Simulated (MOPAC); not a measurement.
MOPAC input (AM1):

```
AM1 PRECISE GNORM=0.05 LET XYZ UHF MS=0.5 GEO-OK AUX(PRECISION=9) THREADS=1
C4H9

C     0.63874074 1    1.89342072 1    0.00195313 1
C     0.70759502 1    0.41078658 1   -0.00085840 1
C    -0.67868192 1   -0.27216770 1    0.00012135 1
C    -0.57821489 1   -1.79458016 1   -0.00101925 1
H    -1.56665414 1   -2.25771799 1    0.00015324 1
H     0.51105224 1    2.44129269 1    0.92609949 1
H     0.56597606 1    2.44963775 1   -0.92296600 1
H    -0.04027726 1   -2.15383375 1    0.87959394 1
H    -0.04295922 1   -2.15268690 1   -0.88372300 1
H     1.25830305 1    0.06017311 1   -0.88002076 1
H     1.25857447 1    0.05724931 1    0.87754096 1
H    -1.24137110 1    0.06620165 1   -0.87423145 1
H    -1.23927780 1    0.06492752 1    0.87637274 1
```

Output:

```
 *******************************************************************************
 **                                                                           **
 **                              MOPAC v23.2.5                                **
 **                                                                           **
 *******************************************************************************
 ** MOPAC's Digital Object Identifier: https://doi.org/10.5281/zenodo.6511958 **
 **                                                                           **
 ** Please cite the open-source release paper for use of this MOPAC version:  **
 ** J. E. Moussa and J. J. P. Stewart (2026)                                  **
 ** MOPAC: An open-source semiempirical molecular orbital program             **
 ** J. Open Source Softw., 11(119), 8025, https://doi.org/10.21105/joss.08025 **
 *******************************************************************************

                              AM1 CALCULATION RESULTS

 *******************************************************************************
 *  AM1        - The AM1 Hamiltonian to be used
 *  GEO-OK     - OVERRIDE INTERATOMIC DISTANCE AND OTHER SAFETY CHECKS
 *  UHF        - UNRESTRICTED HARTREE-FOCK CALCULATION
 *  MS=        - IN MECI, MAGNETIC COMPONENT OF SPIN =  0.5
 *  LET        - OVERRIDE SOME SAFETY CHECKS
 *  PRECISE    - TIGHTER CRITERIA TO BE USED
 *  XYZ        - CARTESIAN COORDINATE SYSTEM TO BE USED
 *  GNORM      - EXIT WHEN GRADIENT NORM DROPS BELOW 0.050
 *  AUX        - OUTPUT AUXILIARY INFORMATION
 *******************************************************************************
AM1 PRECISE GNORM=0.05 LET XYZ UHF MS=0.5 GEO-OK AUX(PRECISION=9) THREADS=1
 C4H9

   ATOM   CHEMICAL          X               Y               Z
  NUMBER   SYMBOL      (ANGSTROMS)     (ANGSTROMS)     (ANGSTROMS)

     1       C          0.63874074  *   1.89342072  *   0.00195313  *
     2       C          0.70759502  *   0.41078658  *  -0.00085840  *
     3       C         -0.67868192  *  -0.27216770  *   0.00012135  *
     4       C         -0.57821489  *  -1.79458016  *  -0.00101925  *
     5       H         -1.56665414  *  -2.25771799  *   0.00015324  *
     6       H          0.51105224  *   2.44129269  *   0.92609949  *
     7       H          0.56597606  *   2.44963775  *  -0.92296600  *
     8       H         -0.04027726  *  -2.15383375  *   0.87959394  *
     9       H         -0.04295922  *  -2.15268690  *  -0.88372300  *
    10       H          1.25830305  *   0.06017311  *  -0.88002076  *
    11       H          1.25857447  *   0.05724931  *   0.87754096  *
    12       H         -1.24137110  *   0.06620165  *  -0.87423145  *
    13       H         -1.23927780  *   0.06492752  *   0.87637274  *

          CARTESIAN COORDINATES

    NO.       ATOM           X           Y           Z

     1         C          0.6387      1.8934      0.0020
     2         C          0.7076      0.4108     -0.0009
     3         C         -0.6787     -0.2722      0.0001
     4         C         -0.5782     -1.7946     -0.0010
     5         H         -1.5667     -2.2577      0.0002
     6         H          0.5111      2.4413      0.9261
     7         H          0.5660      2.4496     -0.9230
     8         H         -0.0403     -2.1538      0.8796
     9         H         -0.0430     -2.1527     -0.8837
    10         H          1.2583      0.0602     -0.8800
[...]
    13       H         -1.10234854  *   0.02732485  *   1.08696012  *

                             CARTESIAN COORDINATES

   1    C        0.602549269     1.859157879    -0.020191624
   2    C        0.675545092     0.403261922    -0.089326329
   3    C       -0.671674050    -0.267083724     0.093724781
   4    C       -0.556377418    -1.767251333     0.015056572
   5    H       -1.558255846    -2.241267101     0.151252664
   6    H       -0.344936557     2.368992528     0.151451214
   7    H        1.507234206     2.455247126    -0.141116723
   8    H        0.127041940    -2.152808930     0.809948334
   9    H       -0.150155923    -2.080404993    -0.977165690
  10    H        1.111945366     0.100774550    -1.082982876
  11    H        1.389122324     0.030364634     0.698805325
  12    H       -1.380282321     0.099382930    -0.695110935
  13    H       -1.102348543     0.027324849     1.086960123

           Empirical Formula: C4 H9  =    13 atoms

      MOLECULAR POINT GROUP   :   Cs

          ALPHA EIGENVALUES
 -36.23292 -30.58846 -24.08691 -21.49115 -15.95642 -15.06052 -14.81846 -13.33922
 -12.94542 -12.36837 -11.64456 -11.49533  -9.17595   3.82130   3.86184   4.17941
   4.39573   4.49346   4.60289   4.87077   4.93957   5.12559   5.19612   5.26320
   5.38790

           BETA EIGENVALUES
 -36.03522 -30.01730 -23.50489 -21.17737 -15.83166 -14.90075 -14.71062 -13.07057
 -12.81233 -12.23766 -11.60903 -11.39432   1.31678   3.89231   3.91851   4.41782
   4.59256   4.63398   4.71502   4.98748   5.11537   5.16290   5.33876   5.54037
   5.64230

              NET ATOMIC CHARGES AND DIPOLE CONTRIBUTIONS

  ATOM NO.   TYPE          CHARGE      No. of ELECS.   s-Pop       p-Pop
    1          C          -0.275724        4.2757     1.28416     2.99156
    2          C          -0.134918        4.1349     1.20382     2.93110
    3          C          -0.157840        4.1578     1.21591     2.94193
    4          C          -0.211375        4.2114     1.22409     2.98728
    5          H           0.072716        0.9273     0.92728
    6          H           0.113493        0.8865     0.88651
    7          H           0.110577        0.8894     0.88942
    8          H           0.071716        0.9283     0.92828
    9          H           0.071725        0.9283     0.92827
   10          H           0.089893        0.9101     0.91011
   11          H           0.089950        0.9100     0.91005
   12          H           0.079904        0.9201     0.92010
   13          H           0.079883        0.9201     0.92012
 DIPOLE           X         Y         Z       TOTAL
 POINT-CHG.     0.026    -0.267    -0.014     0.269
 HYBRID         0.016     0.027    -0.001     0.031
 SUM            0.043    -0.240    -0.016     0.245

          ATOMIC ORBITAL ELECTRON POPULATIONS

     Atom    s        px        py        pz
    1  C   1.28416   1.00848   0.95412   1.02896
    2  C   1.20382   0.97476   0.94048   1.01586
    3  C   1.21591   0.96909   0.95114   1.02170
    4  C   1.22409   1.01578   0.95503   1.01647
    5  H   0.92728
    6  H   0.88651
    7  H   0.88942
    8  H   0.92828
    9  H   0.92827
   10  H   0.91011
   11  H   0.91005
   12  H   0.92010
   13  H   0.92012

                    (SZ)    =    0.500000
                    (S**2)  =    0.762124

          ATOMIC ORBITAL SPIN POPULATIONS

    Atom   Total    s     px     py     pz
         Atomic
    1  C  1.1177  0.062  0.079  0.053  0.924
    2  C -0.1023 -0.011 -0.013 -0.051 -0.027
    3  C  0.0089  0.001  0.004  0.002  0.001
    4  C -0.0027 -0.000 -0.000 -0.002 -0.000
    5  H  0.0001  0.000
    6  H -0.0578 -0.058
    7  H -0.0583 -0.058
    8  H  0.0002  0.000
    9  H  0.0002  0.000
   10  H  0.0480  0.048
   11  H  0.0484  0.048
   12  H -0.0013 -0.001
   13  H -0.0013 -0.001

 **********************
 *                    *
 * JOB ENDED NORMALLY *
 *                    *
 **********************

 == MOPAC DONE ==
```
